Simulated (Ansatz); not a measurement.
We consider chalcopyrite CdSnAs₂, described by r²SCAN in Ansatz (PAW).

Numerical settings: plane-wave cutoff 560 eV, 8×8×8 k mesh, Fermi–Dirac smearing 0.01 eV, scalar-relativistic PAW data made under PBE.

Cell (relaxed at this level):

```cif
data_As4Cd2Sn2
_chemical_formula_sum 'Cd2 Sn2 As4'
_space_group_name_H-M_alt 'P 1'
_space_group_IT_number 1
_cell_length_a 7.41898
_cell_length_b 7.41898
_cell_length_c 7.41898
_cell_angle_alpha 131.091
_cell_angle_beta 131.091
_cell_angle_gamma 71.669
loop_
_space_group_symop_operation_xyz
  'x, y, z'
loop_
_atom_site_label
_atom_site_type_symbol
_atom_site_fract_x
_atom_site_fract_y
_atom_site_fract_z
_atom_site_occupancy
Cd1 Cd 0.00000 0.00000 0.00000 1
Cd2 Cd 0.75000 0.25000 0.50000 1
Sn1 Sn 0.50000 0.50000 0.00000 1
Sn2 Sn 0.25000 0.75000 0.50000 1
As1 As 0.87500 0.87049 0.49549 1
As2 As 0.12951 0.62500 0.00451 1
As3 As 0.37500 0.37951 0.50451 1
As4 As 0.62049 0.12500 0.99549 1
```

Q: Estimate the bulk modulus and pressure derivative B′ of the bulk modulus that the calculation returns.

A: 
- bulk modulus = 55.1 GPa
- pressure derivative B′ of the bulk modulus = 4.5

The run finds no gap.

Note: the gap of the solid is closed in this run; the relaxation could not lower the start's symmetry, so the cell can be a saddle point above a distorted one; this level leaves the solid without a gap, although one is measured; the bulk modulus comes from volumes at which shape and atoms were relaxed.

Spin–orbit coupling is not included; it can open a gap where bands touch, and shift volumes and moduli.

The computed numbers hold no vibrational or temperature effects.

Ansatz is a program for electronic structure.
